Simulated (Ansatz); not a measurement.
fcc Cu was calculated with HSE06 in Ansatz (plane waves, PAW).

Numerical settings: plane-wave cutoff 460 eV, 16×16×16 k mesh, Fermi–Dirac smearing 0.05 eV, no spin polarisation, scalar-relativistic PAW data made under PBE.

Cell (relaxed at this level):

```cif
data_Cu4
_chemical_formula_sum 'Cu4'
_space_group_name_H-M_alt 'Fm-3m'
_space_group_IT_number 225
_space_group_name_Hall '-F 4 2 3'
_cell_length_a 3.63288
_cell_length_b 3.63288
_cell_length_c 3.63288
_cell_angle_alpha 90.000
_cell_angle_beta 90.000
_cell_angle_gamma 90.000
loop_
_atom_site_label
_atom_site_type_symbol
_atom_site_symmetry_multiplicity
_atom_site_Wyckoff_symbol
_atom_site_fract_x
_atom_site_fract_y
_atom_site_fract_z
_atom_site_occupancy
Cu1 Cu 4 a 0.00000 0.00000 0.00000 1
```
(The calculation used a cell of 1 atom; values per cell refer to that cell.)

Task: Give the computed bulk modulus and pressure derivative B′ of the bulk modulus.

Result: 
- bulk modulus = 129 GPa
- pressure derivative B′ of the bulk modulus = 5.1

Measured, for comparison: bulk modulus 144 GPa (0 K value with the zero-point phonon effect removed, our sources range from 140 to 145; as tabulated in Mejia-Rodriguez and Trickey (2018), arXiv:1807.09216). Computed (rounded) less measured: bulk modulus -10 % (-8 % to -11 % over the range).

The computed numbers hold no vibrational or temperature effects.

Computing time: very roughly 24 core-minutes.

Ansatz is a program for electronic structure.
